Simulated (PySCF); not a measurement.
**AlO (oxoaluminum) at UCCSD(T)/def2-TZVPPD**

What is the vertical ionisation energy of AlO (oxoaluminum) at UCCSD(T)/def2-TZVPPD? The job is set up through a Python script.

The calculation is run with PySCF 2.14.0.

2 further runs of the same task are left out: 2 set aside as unsound or not needed.

### Step 1. The structure to begin with

AlO has 2 atoms, charge 0, and is taken as a doublet. SMILES: `[O]=[Al]`. Geometry: a GFN2-xTB relaxation, a rough one for these elements and not checked as a minimum.

Bond lengths: O1–Al2 1.570 Å.

### Step 2. A single-point energy at UCCSD(T)/def2-TZVPPD

calc.py reads:

```python
from pyscf import gto, cc

mol = gto.Mole()
mol.atom = 'O 0.000000 0.000000 0.000000; Al 0.000000 0.000000 1.570050'
mol.basis = 'def2-tzvppd'
mol.charge = 0
mol.spin = 1
mol.max_memory = 1860
mol.verbose = 4
mol.build()

mf = mol.UHF()
mf.conv_tol = 1e-10
mf.kernel()
if not mf.converged:
    mf = mf.newton().run(mf.mo_coeff, mf.mo_occ)

mycc = cc.CCSD(mf, frozen=6)
mycc.kernel()
e_t = mycc.ccsd_t()
e_tot = mycc.e_tot + e_t
print('Final energy', e_tot)
```

On the command line:

```sh
$ OMP_NUM_THREADS=1 python calc.py
```

Standard output:

```text
PySCF version 2.14.0

[INPUT] num. atoms = 2
[INPUT] num. electrons = 21
[INPUT] charge = 0
[INPUT] spin (= nelec alpha-beta = 2S) = 1
[INPUT] symmetry False subgroup None
[INPUT] Mole.unit = angstrom
[INPUT] Symbol           X                Y                Z      unit          X                Y                Z       unit  Magmom
[INPUT]  1 O      0.000000000000   0.000000000000   0.000000000000 AA    0.000000000000   0.000000000000   0.000000000000 Bohr   0.0
[INPUT]  2 Al     0.000000000000   0.000000000000   1.570050000000 AA    0.000000000000   0.000000000000   2.966964501873 Bohr   0.0

nuclear repulsion = 35.0526607023216
number of shells = 30
number of NR pGTOs = 124
number of NR cGTOs = 88
basis = def2-tzvppd
ecp = {}

******** <class 'pyscf.scf.uhf.UHF'> ********
method = UHF
initial guess = minao
damping factor = 0
level_shift factor = 0
DIIS = <class 'pyscf.scf.diis.CDIIS'>
diis_start_cycle = 1
diis_space = 8
diis_damp = 0
SCF conv_tol = 1e-10
SCF conv_tol_grad = None
SCF max_cycles = 50
direct_scf = True
direct_scf_tol = 1e-13
number electrons alpha = 11  beta = 10
Set gradient conv threshold to 1e-05
init E= -316.616744422183
[... the frontier-level lines of each cycle are left out ...]

cycle= 1 E= -316.577342819151  delta_E= 0.0394  |g|= 0.62  |ddm|= 1.03
[... 77 lines left out ...]
SCF not converged.
SCF energy = -316.770725041048 after 50 cycles  <S^2> = 0.79989849  2S+1 = 2.0492911
[... 44 lines left out ...]
converged SCF energy = -316.773573423696  <S^2> = 0.81312595  2S+1 = 2.06216
[... 12 lines left out ...]
Init t2, MP2 energy = -0.268783876579095
[... 19 lines left out ...]
UCCSD converged
[... 2 lines left out ...]
Final energy -317.08401370427225
```

Run time: 51 s. Hardware: 1 thread of Arm Neoverse V1, shared host; peak memory 2.1 GiB.

### Step 3. The singlet cation at the same level

job.py reads:

```python
from pyscf import gto, cc

mol = gto.M(
    atom='O 0.000000 0.000000 0.000000; Al 0.000000 0.000000 1.570050',
    verbose=4,
    basis='def2-tzvppd',
    charge=1,
    max_memory=1860,
)

myscf = mol.RHF()
myscf.conv_tol = 1e-10
myscf.kernel()
if not myscf.converged:
    myscf = myscf.newton().run(myscf.mo_coeff, myscf.mo_occ)

mycc = cc.CCSD(myscf, frozen=6)
mycc.kernel()
e_t = mycc.ccsd_t()
energy = mycc.e_tot + e_t
print('E = %.10f Eh' % energy)
```

On the command line:

```sh
$ OMP_NUM_THREADS=1 python job.py
```

Standard output:

```text
PySCF version 2.14.0

[INPUT] num. atoms = 2
[INPUT] num. electrons = 20
[INPUT] charge = 1
[INPUT] spin (= nelec alpha-beta = 2S) = 0
[INPUT] symmetry False subgroup None
[INPUT] Mole.unit = angstrom
[INPUT] Symbol           X                Y                Z      unit          X                Y                Z       unit  Magmom
[INPUT]  1 O      0.000000000000   0.000000000000   0.000000000000 AA    0.000000000000   0.000000000000   0.000000000000 Bohr   0.0
[INPUT]  2 Al     0.000000000000   0.000000000000   1.570050000000 AA    0.000000000000   0.000000000000   2.966964501873 Bohr   0.0

nuclear repulsion = 35.0526607023216
number of shells = 30
number of NR pGTOs = 124
number of NR cGTOs = 88
basis = def2-tzvppd
ecp = {}

******** <class 'pyscf.scf.hf.RHF'> ********
method = RHF
initial guess = minao
damping factor = 0
level_shift factor = 0
DIIS = <class 'pyscf.scf.diis.CDIIS'>
diis_start_cycle = 1
diis_space = 8
diis_damp = 0
SCF conv_tol = 1e-10
SCF conv_tol_grad = None
SCF max_cycles = 50
direct_scf = True
direct_scf_tol = 1e-13
Set gradient conv threshold to 1e-05
Initial guess from minao.
init E= -316.616744422183
  HOMO = -0.502962993013483  LUMO = -0.245082386292594  gap/eV = 7.01729
cycle= 1 E= -316.221954183457  delta_E= 0.395  |g|= 0.817  |ddm|= 1.71
  HOMO = -0.490336745359596  LUMO = -0.359553559830893  gap/eV = 3.55879
cycle= 2 E= -315.957748828047  delta_E= 0.264  |g|=  1.4  |ddm|=  1.8
  HOMO = -0.711998294519477  LUMO = -0.38719427478145  gap/eV = 8.83837
cycle= 3 E= -316.390740866832  delta_E= -0.433  |g|= 0.0743  |ddm|= 0.991
  HOMO = -0.703913659857226  LUMO = -0.359657038296156  gap/eV = 9.36770
cycle= 4 E= -316.392646645513  delta_E= -0.00191  |g|= 0.0259  |ddm|= 0.116
  HOMO = -0.709627873238455  LUMO = -0.356352789858995  gap/eV = 9.61310
cycle= 5 E= -316.39304714913  delta_E= -0.000401  |g|= 0.0167  |ddm|= 0.0408
  HOMO = -0.711618101722631  LUMO = -0.354061174437447  gap/eV = 9.72962
cycle= 6 E= -316.393331082961  delta_E= -0.000284  |g|= 0.0105  |ddm|= 0.0383
  HOMO = -0.710366168663492  LUMO = -0.352114762136679  gap/eV = 9.74852
cycle= 7 E= -316.393488055027  delta_E= -0.000157  |g|= 0.00414  |ddm|= 0.0437
  HOMO = -0.70981267496526  LUMO = -0.351255789848224  gap/eV = 9.75683
cycle= 8 E= -316.393507722732  delta_E= -1.97e-05  |g|= 0.000543  |ddm|= 0.0202
  HOMO = -0.709736464945485  LUMO = -0.351198086071456  gap/eV = 9.75633
cycle= 9 E= -316.393507834563  delta_E= -1.12e-07  |g|= 5.69e-05  |ddm|= 0.000962
  HOMO = -0.709733152485547  LUMO = -0.351194134786034  gap/eV = 9.75634
cycle= 10 E= -316.393507835844  delta_E= -1.28e-09  |g|= 9.04e-06  |ddm|= 9.24e-05
  HOMO = -0.709732016077651  LUMO = -0.351193764803099  gap/eV = 9.75632
cycle= 11 E= -316.393507835904  delta_E= -5.92e-11  |g|= 1.38e-06  |ddm|= 2.29e-05
  HOMO = -0.709732120699815  LUMO = -0.351193818385205  gap/eV = 9.75632
Extra cycle  E= -316.393507835904  delta_E= -6.25e-13  |g|= 4.8e-07  |ddm|= 2.85e-06
converged SCF energy = -316.393507835904

******** <class 'pyscf.cc.ccsd.CCSD'> ********
CC2 = 0
CCSD nocc = 4, nmo = 82
frozen orbitals 6
max_cycle = 50
direct = 0
conv_tol = 1e-07
conv_tol_normt = 1e-05
diis_space = 6
diis_start_cycle = 0
diis_start_energy_diff = 1e+09
Init t2, MP2 energy = -316.717337958411  E_corr(MP2) -0.323830122506356
Init E_corr(CCSD) = -0.323830122506486
cycle = 1  E_corr(CCSD) = -0.283683830341764  dE = 0.0401462922  norm(t1,t2) = 0.12004
cycle = 2  E_corr(CCSD) = -0.316419768584108  dE = -0.0327359382  norm(t1,t2) = 0.0925188
cycle = 3  E_corr(CCSD) = -0.308385291920013  dE = 0.00803447666  norm(t1,t2) = 0.0759973
cycle = 4  E_corr(CCSD) = -0.309371489177434  dE = -0.000986197257  norm(t1,t2) = 0.0145064
cycle = 5  E_corr(CCSD) = -0.311305443536339  dE = -0.00193395436  norm(t1,t2) = 0.00563362
cycle = 6  E_corr(CCSD) = -0.311520435849695  dE = -0.000214992313  norm(t1,t2) = 0.00128282
cycle = 7  E_corr(CCSD) = -0.311424474870013  dE = 9.59609797e-05  norm(t1,t2) = 0.000667343
cycle = 8  E_corr(CCSD) = -0.311440926577845  dE = -1.64517078e-05  norm(t1,t2) = 0.000323
cycle = 9  E_corr(CCSD) = -0.311456971661101  dE = -1.60450833e-05  norm(t1,t2) = 0.000191323
cycle = 10  E_corr(CCSD) = -0.311463565594562  dE = -6.59393346e-06  norm(t1,t2) = 8.80339e-05
cycle = 11  E_corr(CCSD) = -0.311456643508279  dE = 6.92208628e-06  norm(t1,t2) = 2.52993e-05
cycle = 12  E_corr(CCSD) = -0.311458403742718  dE = -1.76023444e-06  norm(t1,t2) = 9.58759e-06
cycle = 13  E_corr(CCSD) = -0.311457936677095  dE = 4.67065623e-07  norm(t1,t2) = 4.68025e-06
cycle = 14  E_corr(CCSD) = -0.311457883366056  dE = 5.33110386e-08  norm(t1,t2) = 1.57496e-06
CCSD converged
E(CCSD) = -316.7049657192703  E_corr = -0.3114578833660561
CCSD(T) correction = -0.0212385059391788
E = -316.7262042252 Eh
```

Run time: 10 s. Hardware: 1 thread of Arm Neoverse V1, shared host; peak memory 0.38 GiB.

### Step 4. What came out

Level: UCCSD(T)/def2-TZVPPD, 6 core orbitals frozen.

| quantity | value |
| --- | --- |
| doublet AlO: total energy | -317.08401 Eh |
| doublet AlO: dipole moment (Hartree–Fock density) | 2.39 D |
| doublet AlO: HOMO energy (Hartree–Fock orbitals) (highest over α and β) | -9.68 eV |
| doublet AlO: LUMO energy (Hartree–Fock orbitals) (lowest over α and β) | -0.02 eV |
| doublet AlO: correlation energy (6 core orbitals frozen) | -310.4 mEh |
| doublet AlO: (T) correction | -13.99 mEh |
| doublet AlO: ⟨S²⟩ of the reference determinant | 0.813 |
| doublet AlO: T1 diagnostic | 0.099 |
| singlet cation: total energy | -316.72620 Eh |
| singlet cation: HOMO energy (Hartree–Fock orbitals) | -19.31 eV |
| singlet cation: LUMO energy (Hartree–Fock orbitals) | -9.56 eV |
| singlet cation: HOMO–LUMO gap (Hartree–Fock orbitals) | 9.76 eV |
| singlet cation: correlation energy (6 core orbitals frozen) | -332.7 mEh |
| singlet cation: (T) correction | -21.24 mEh |
| singlet cation: T1 diagnostic | 0.041 |
| vertical ionisation energy (to the singlet cation) | 9.736 eV |

The vertical ionisation energy comes to 9.74 eV (225 kcal/mol). Only the singlet of the ionised species was computed; a triplet could lie lower. The T1 diagnostic (doublet AlO) of 0.099 is above the customary mark for such species, so a single reference may not serve. The triples (doublet AlO) make up 4.5 % of the correlation energy. The T1 diagnostic (singlet cation) of 0.041 is above the customary mark for such species, so a single reference may not serve. The triples (singlet cation) make up 6.4 % of the correlation energy.
